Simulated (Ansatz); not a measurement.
Worked example: correlation energy of HC–O–Si, quartet

Geometry: a PBE0/def2-TZVP stationary point for this spin, not checked as a minimum.

```xyz
4

C     0.0000   -0.3103    1.6466
O     0.0000    0.3518    0.5441
Si    0.0000   -0.0732   -1.1086
H     0.0000    0.1527    2.6323
```

Basis cc-pVDZ; Ansatz 0.2.0. Correlated methods freeze the noble-gas cores, which leaves 15 electrons in 44 orbitals. R marks a restricted (for open shells ROHF) determinant, U an unrestricted one.

Full CI isn't at hand for all of this; UCCSDT(Q) serves as the reference, and is uncertain by the last step of the cluster series or more.

UCCSD has a T1 diagnostic of 0.038 and a largest doubles amplitude of 0.09.

Runs differ by some tens of microhartree through their thresholds and, for an open shell, their frozen cores, so steps under 0.03 kcal/mol mean nothing.

Here the R and U totals at CCSDT(Q) differ by 0.18 kcal/mol, a measure of how far such totals hang on the determinant and its frozen core.

```tsv
level	total energy (hartree)
UHF	-402.116997
UMP2	-402.444810
UCCSD	-402.476865
UCCSD(T)	-402.488062
UCCSDT	-402.489459
UCCSDT(Q)	-402.490593
```

What is the correlation energy at UCCSDT(Q), and what share of it do UMP2 and UCCSD(T) recover?

E(corr) = -402.490593 − (-402.116997) = -0.373596 hartree = -10.166 eV. UMP2: -0.327813 / -0.373596 = 87.75 %. UCCSD(T): -0.371065 / -0.373596 = 99.32 %.

By how many kcal/mol does UCCSD(T) miss UCCSDT(Q) (1 hartree = 627.509 kcal/mol), and which steps make up the rest?

-402.488062 − (-402.490593) = 0.002531 hartree = 1.59 kcal/mol. Steps: UCCSDT − UCCSD(T) = -0.88, UCCSDT(Q) − UCCSDT = -0.71 kcal/mol. Differences between like states or geometries often cancel part of this.
